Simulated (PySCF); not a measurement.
Gas-phase reaction: 4 BH₂Cl → 2 BHCl₂ + 2 B + 3 H₂

Method: PySCF energies plus ideal-gas RRHO corrections (1 bar). † marks an energy on the PBE0/def2-TZVP geometry and frequencies; other levels use their own. 6-31G* has spherical d functions here. Open shells (unrestricted): B (multiplicity 2); the rest are closed-shell singlets. Spin-orbit splitting is ignored; it lowers the true energy and changes the entropy of B. B3LYP is the form with VWN-RPA correlation. BH₂Cl: computed as isolated molecules; such fragments, hydroxides, amides, oligomers or adducts are transient or little studied in the gas.

```csv
level,"ΔH°(298 K), kJ"
B3LYP/6-31G*,[?]
PBE/def2-TZVP†,998
PBE0/def2-TZVP,[?]
LDA/def2-TZVP†,1105
ωB97X-V/def2-TZVP†,992
```

### Question
What belongs in the gaps?

### Answer

- B3LYP/6-31G*, ΔH°(298 K), kJ: 1012
- PBE0/def2-TZVP, ΔH°(298 K), kJ: 1007
